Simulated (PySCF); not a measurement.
**Which determinant of LiS⁺ lies lowest?**

Unrestricted PBE0; basis Li 6-311G(d,p), S 6-311G(d,p); no relativity; PySCF 2.14. Outer shells of the fragments: Li+ closed shells only; S 3s2 3p4.

Followed along the bond (rough minima from three points):

```
2Ms+1  unpaired  ⟨S²⟩ at the start  R at minimum (Å)  Te (eV)
    3      π ↑↑               2.00              2.47     0.00
    1      π ↑↓               1.01              2.47     0.46
    3  σ ↑, π ↑               2.00              2.64     0.72
    1  σ ↓, π ↑               1.01              2.65     1.15
```

Solutions found at the starting distance of 2.370 Å, counted from the lowest of them; the search is not exhaustive and high or unbound solutions are not listed, so other states can lie among these:

```csv
2Ms+1,unpaired,term,E (eV),⟨S²⟩,⟨Lz²⟩,μ (D)
3,π ↑↑,³Σ⁻,0.00,2.00,0.00,-7.43
1,π ↑↓,mixed,0.46,1.01,2.01,-7.41
3,"σ ↑, π ↑",³Π,0.76,2.00,1.01,-7.51
1,"σ ↓, π ↑",mixed,1.19,1.01,1.01,-7.52
1,none,mixed,1.89,0.00,2.00,-7.37
```

A term symbol is given only where ⟨S²⟩ and ⟨Lz²⟩ are close to those of a pure state; real π, δ and φ orbitals otherwise mix terms. A positive dipole points towards S; it is taken about the centre of mass and depends on that origin.
